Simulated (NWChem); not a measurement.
The numbers come from NWChem runs, not from measurements. System: pyrrole (C4H5N), charge 0, spin multiplicity 1, at a geometry optimised with PBE0/def2-SVP. Level: CCSD(T)/6-31G* (spherical d), 5 core orbitals frozen.

NWChem printed:

```
             Northwest Computational Chemistry Package (NWChem) 7.3.0
             --------------------------------------------------------

                                NWChem Input Module
                                -------------------

 Scaling coordinates for geometry "geometry" by  1.889725989
 (inverse scale =  0.529177249)

 Turning off AUTOSYM since
 SYMMETRY directive was detected!

                             Geometry "geometry" -> ""
                             -------------------------

 Output coordinates in angstroms (scale by  1.889725989 to convert to a.u.)

  No.       Tag          Charge          X              Y              Z
 ---- ---------------- ---------- -------------- -------------- --------------
    1 C                    6.0000    -0.71077600     0.00000000     0.98287900
    2 C                    6.0000     0.71077600     0.00000000     0.98287900
    3 C                    6.0000     1.11920900     0.00000000    -0.33423400
    4 N                    7.0000     0.00000000     0.00000000    -1.11717300
    5 C                    6.0000    -1.11920900     0.00000000    -0.33423400
    6 H                    1.0000    -1.36524900     0.00000000     1.85248900
    7 H                    1.0000     1.36524900     0.00000000     1.85248900
    8 H                    1.0000     2.11556100     0.00000000    -0.77079200
    9 H                    1.0000     0.00000000     0.00000000    -2.12692500
   10 H                    1.0000    -2.11556100     0.00000000    -0.77079200

 Effective nuclear repulsion energy (a.u.)     161.0200358869

            Nuclear Dipole moment (a.u.)
            ----------------------------
        X                 Y               Z
 ---------------- ---------------- ----------------
     0.0000000000     0.0000000000    -0.0000037795

      Symmetry information
      --------------------

 Group name             C2v
 Group number             16
 Group order               4
 No. of unique centers     6

      Symmetry unique atoms

     1    3    4    6    8    9


 Summary of "ao basis" -> "" (spherical)
 ------------------------------------------------------------------------------
       Tag                 Description            Shells   Functions and Types
 ---------------- ------------------------------  ------  ---------------------
 *                           6-31g*                   on all atoms

 Summary of "ao basis" -> "ao basis" (spherical)
 ------------------------------------------------------------------------------
       Tag                 Description            Shells   Functions and Types
 ---------------- ------------------------------  ------  ---------------------
 C                           6-31g*                  6       14   3s2p1d
 N                           6-31g*                  6       14   3s2p1d
 H                           6-31g*                  2        2   2s

                                 NWChem SCF Module
                                 -----------------

  ao basis        = "ao basis"
  functions       =    80
  atoms           =    10
  closed shells   =    18
  open shells     =     0
  charge          =   0.00
  wavefunction    = RHF
  use symmetry    = T
  symmetry adapt  = T

 Summary of "ao basis" -> "ao basis" (spherical)
 ------------------------------------------------------------------------------
       Tag                 Description            Shells   Functions and Types
 ---------------- ------------------------------  ------  ---------------------
 C                           6-31g*                  6       14   3s2p1d
 N                           6-31g*                  6       14   3s2p1d
 H                           6-31g*                  2        2   2s

      Symmetry analysis of basis
      --------------------------

        a1         33
        a2          9
        b1         27
        b2         11

 Forming initial guess at       0.0s

      Superposition of Atomic Density Guess
      -------------------------------------

 Sum of atomic energies:        -207.42591753

      Non-variational initial energy
      ------------------------------

 Total energy =    -210.986623
 1-e energy   =    -597.271361
[...]
 Opposite spin contribution:             -0.538983475281912
 Opposite spin scaling fact.:             1.270000000000000
 SCS-CCSD correlation energy:            -0.863078370789150
 Total SCS-CCSD energy:                -209.668089434132668
 memory            104837060

*********triples calculation*********

nkpass=    1; nvpass=    1; memdrv=         277698; memtrn=         891130; memavail=      104836236
 memory available/node                      104836236
 total number of virtual orbitals        62
 number of virtuals per integral pass    62
 number of integral evaluations           1
 number of occupied per triples pass     13
 number of triples passes                 1

 commencing integral evaluation        1 at          64.59
  symmetry use  T
task         2 out of       820 done   0%  at       0.0 secs
task        43 out of       820 done   5%  at       0.2 secs
task        85 out of       820 done  10%  at       0.4 secs
task       123 out of       820 done  15%  at       0.5 secs
task       164 out of       820 done  20%  at       0.6 secs
task       205 out of       820 done  25%  at       0.7 secs
task       246 out of       820 done  30%  at       0.9 secs
task       287 out of       820 done  35%  at       0.9 secs
task       328 out of       820 done  40%  at       1.0 secs
task       369 out of       820 done  45%  at       1.1 secs
task       410 out of       820 done  50%  at       1.2 secs
task       452 out of       820 done  55%  at       1.3 secs
task       492 out of       820 done  60%  at       1.4 secs
task       533 out of       820 done  65%  at       1.5 secs
task       589 out of       820 done  71%  at       1.5 secs
task       616 out of       820 done  75%  at       1.6 secs
task       656 out of       820 done  80%  at       1.7 secs
task       698 out of       820 done  85%  at       1.7 secs
task       739 out of       820 done  90%  at       1.8 secs
task       782 out of       820 done  95%  at       1.9 secs
task       820 out of       820 done 100%  at       1.9 secs
 commencing triples evaluation - blocking       1
 ccsd(t): done        1 out of       62 progress:    1.6%
 ccsd(t): done        2 out of       62 progress:    3.2%
 ccsd(t): done        3 out of       62 progress:    4.8%
 ccsd(t): done        4 out of       62 progress:    6.5%
 ccsd(t): done        5 out of       62 progress:    8.1%
 ccsd(t): done        6 out of       62 progress:    9.7%
 ccsd(t): done        7 out of       62 progress:   11.3%
 ccsd(t): done        8 out of       62 progress:   12.9%
 ccsd(t): done        9 out of       62 progress:   14.5%
 ccsd(t): done       10 out of       62 progress:   16.1%
 ccsd(t): done       11 out of       62 progress:   17.7%
 ccsd(t): done       12 out of       62 progress:   19.4%
 ccsd(t): done       13 out of       62 progress:   21.0%
 ccsd(t): done       14 out of       62 progress:   22.6%
 ccsd(t): done       15 out of       62 progress:   24.2%
 ccsd(t): done       16 out of       62 progress:   25.8%
 ccsd(t): done       17 out of       62 progress:   27.4%
 ccsd(t): done       18 out of       62 progress:   29.0%
 ccsd(t): done       19 out of       62 progress:   30.6%
 ccsd(t): done       20 out of       62 progress:   32.3%
 ccsd(t): done       21 out of       62 progress:   33.9%
 ccsd(t): done       22 out of       62 progress:   35.5%
 ccsd(t): done       23 out of       62 progress:   37.1%
 ccsd(t): done       24 out of       62 progress:   38.7%
 ccsd(t): done       25 out of       62 progress:   40.3%
 ccsd(t): done       26 out of       62 progress:   41.9%
 ccsd(t): done       27 out of       62 progress:   43.5%
 ccsd(t): done       28 out of       62 progress:   45.2%
 ccsd(t): done       29 out of       62 progress:   46.8%
 ccsd(t): done       30 out of       62 progress:   48.4%
 ccsd(t): done       31 out of       62 progress:   50.0%
 ccsd(t): done       32 out of       62 progress:   51.6%
 ccsd(t): done       33 out of       62 progress:   53.2%
 ccsd(t): done       34 out of       62 progress:   54.8%
 ccsd(t): done       35 out of       62 progress:   56.5%
 ccsd(t): done       36 out of       62 progress:   58.1%
 ccsd(t): done       37 out of       62 progress:   59.7%
 ccsd(t): done       38 out of       62 progress:   61.3%
 ccsd(t): done       39 out of       62 progress:   62.9%
 ccsd(t): done       40 out of       62 progress:   64.5%
 ccsd(t): done       41 out of       62 progress:   66.1%
 ccsd(t): done       42 out of       62 progress:   67.7%
 ccsd(t): done       43 out of       62 progress:   69.4%
 ccsd(t): done       44 out of       62 progress:   71.0%
 ccsd(t): done       45 out of       62 progress:   72.6%
 ccsd(t): done       46 out of       62 progress:   74.2%
 ccsd(t): done       47 out of       62 progress:   75.8%
 ccsd(t): done       48 out of       62 progress:   77.4%
 ccsd(t): done       49 out of       62 progress:   79.0%
 ccsd(t): done       50 out of       62 progress:   80.6%
 ccsd(t): done       51 out of       62 progress:   82.3%
 ccsd(t): done       52 out of       62 progress:   83.9%
 ccsd(t): done       53 out of       62 progress:   85.5%
 ccsd(t): done       54 out of       62 progress:   87.1%
 ccsd(t): done       55 out of       62 progress:   88.7%
 ccsd(t): done       56 out of       62 progress:   90.3%
 ccsd(t): done       57 out of       62 progress:   91.9%
 ccsd(t): done       58 out of       62 progress:   93.5%
 ccsd(t): done       59 out of       62 progress:   95.2%
 ccsd(t): done       60 out of       62 progress:   96.8%
 ccsd(t): done       61 out of       62 progress:   98.4%
 ccsd(t): done       62 out of       62 progress:  100.0%
 Time for integral evaluation pass     1        2.02
 Time for triples evaluation pass      1        8.43

 pseudo-e(mp4)  -0.28812469570060E-01
 pseudo-e(mp5)   0.95258157799269E-03
        e(t)    -0.27859887992068E-01

 --------------
 CCSD(T) Energy
 --------------
 Reference energy:                    -208.805011063343528

 CCSD corr. energy:                     -0.697009455088214
 T(CCSD) corr. energy:                  -0.028812469570060
 Total CCSD+T(CCSD) energy:           -209.530832988001805

 CCSD corr. energy:                     -0.697009455088214
 (T) corr. energy:                      -0.027859887992068
 Total CCSD(T) energy:                -209.529880406423814

 routine      calls  cpu(0)   cpu-min  cpu-ave  cpu-max   i/o
 aoccsd          1     0.01     0.01     0.01     0.01    0.00
 iterdrv         1     0.03     0.03     0.03     0.03    0.00
 pampt          14     0.15     0.15     0.15     0.15    0.00
 t2pm           14     0.20     0.20     0.20     0.20    0.00
 sxy            14     0.75     0.75     0.75     0.75    0.00
 ints      9372860    43.78    43.78    43.78    43.78    0.00
 t2eri       11480    12.22    12.22    12.22    12.22    0.00
 idx2        11480     1.62     1.62     1.62     1.62    0.00
 idx34          14     0.19     0.19     0.19     0.19    0.00
 ht2pm          14     0.38     0.38     0.38     0.38    0.00
 itm            14     2.22     2.22     2.22     2.22    0.00
 pdiis          14     0.07     0.07     0.07     0.07    0.00
 triples         1     0.00     0.00     0.00     0.00    0.00
 rdtrpo          1     0.01     0.01     0.01     0.01    0.00
 trpmos          1     2.02     2.02     2.02     2.02    0.00
 trpdrv          1     1.05     1.05     1.05     1.05    0.00
 dovvv      146692     4.05     4.05     4.05     4.05    0.00
 doooo      146692     1.06     1.06     1.06     1.06    0.00
 tengy      136214     2.21     2.21     2.21     2.21    0.00
 Total                72.02    72.02    72.02    72.02    0.00

 Task  times  cpu:       75.6s     wall:       75.6s

 Total times  cpu:       75.6s     wall:       75.6s
```

Task: Write an NWChem input that would produce this output.

Result: One answer among several that fit: 
```
start mol
memory heap 100 mb stack 700 mb global 1900 mb
geometry units angstroms nocenter noautoz
  C     -0.710776     0.000000     0.982879
  C      0.710776     0.000000     0.982879
  C      1.119209     0.000000    -0.334234
  N      0.000000     0.000000    -1.117173
  C     -1.119209     0.000000    -0.334234
  H     -1.365249     0.000000     1.852489
  H      1.365249     0.000000     1.852489
  H      2.115561     0.000000    -0.770792
  H      0.000000     0.000000    -2.126925
  H     -2.115561     0.000000    -0.770792
  symmetry group C2v
end
basis spherical
  * library 6-31g*
end
scf
  rhf
  nopen 0
  maxiter 100
  thresh 1e-7
  semidirect memsize 60000000 filesize 0
end
ccsd
  freeze core 5
  maxiter 60
end
task ccsd(t) energy
```
